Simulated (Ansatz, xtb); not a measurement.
## Relative energy of two isomers of C2H3O

Structure a: `[CH2]C=O`, a doublet. Structure b: `C[C]=O`, a doublet. Both are isolated molecules in the gas phase, relaxed with PBE0-D3(BJ)/def2-SVP; the shapes shown needn't be the lowest conformers.

a (Å):

```yaml
atoms:
  - { symbol: C, position_ang: [-1.5306, -0.1991, -0.9349] }
  - { symbol: C, position_ang: [-0.5500, -0.1209, 0.1003] }
  - { symbol: O, position_ang: [-0.0431, -1.1078, 0.6217] }
  - { symbol: H, position_ang: [-1.8509, -1.1838, -1.2860] }
  - { symbol: H, position_ang: [-1.9629, 0.7011, -1.3789] }
  - { symbol: H, position_ang: [-0.2547, 0.9062, 0.4255] }
```

b (Å):

```
atom    x (Å)    y (Å)    z (Å)
   C   0.3997   0.4626   1.7149
   C   1.0824   0.2770   0.3951
   O  -0.7499   0.4208   1.9741
   H   0.3584   0.0755  -0.4116
   H   1.6667   1.1813   0.1688
   H   1.8002  -0.5522   0.4818
```

Energies in hartree; the thermal terms are from PBE0-D3(BJ)/def2-SVP harmonic frequencies (ideal gas, rigid rotor, one conformer each, 298.15 K, 1 atm) and include the zero-point energy:

```
                               a           b
E, CCSD(T)/def2-TZVP  −152.920440  −152.932076
   zero-point energy     0.042653     0.043356
        H(298 K) − E     0.047130     0.048249
        G(298 K) − E     0.017733     0.017755
```

Task: Work out ΔE, ΔE₀, ΔH and ΔG for a → b in kcal/mol (1 Eh = 627.51 kcal/mol) and the equilibrium ratio [b]/[a].

Result: 1. ΔE = −152.932076 − (−152.920440) = −0.011636 Eh = −7.30 kcal/mol.
2. ΔE₀ = ΔE + ΔZPE = −0.011636 + (+0.000703) Eh = −6.86 kcal/mol.
3. ΔH = ΔE + (+0.001119) Eh = −6.60 kcal/mol.
4. ΔG = ΔE + (+0.000022) Eh = −7.29 kcal/mol, so ΔS = (ΔH − ΔG)/T = +9.7 J/(mol K).
5. kT = 0.9442 mEh, so K = [b]/[a] = exp(−ΔG/kT) = exp(+12.30) ≈ 2.2 × 10^5.

Structure b is favoured at this temperature. An error of 1 kcal/mol in ΔG would change K by a factor of 5.4. HF/STO-3G, HF/def2-TZVP gave ΔE the other sign. Mirror images and further conformers aren't counted.

As drawn, both hold the same kinds of bond in the same numbers. Structure a has 0 methyl groups, b 1.

Other levels gave ΔE = −4.3 (GFN2-xTB); +5.0 (HF/STO-3G, GFN2-xTB geometries); −5.0 (r2SCAN-D4/def2-SVP, GFN2-xTB geometries); −5.8 (PBE0-D3(BJ)/def2-SVP); +0.6 (HF/def2-TZVP); −16.1 (MP2/def2-TZVP) kcal/mol. Open shells are spin-unrestricted, with notable spin contamination. The correlated steps freeze 3 core orbitals. Programs: Ansatz 0.2.0, xtb 6.7.1.
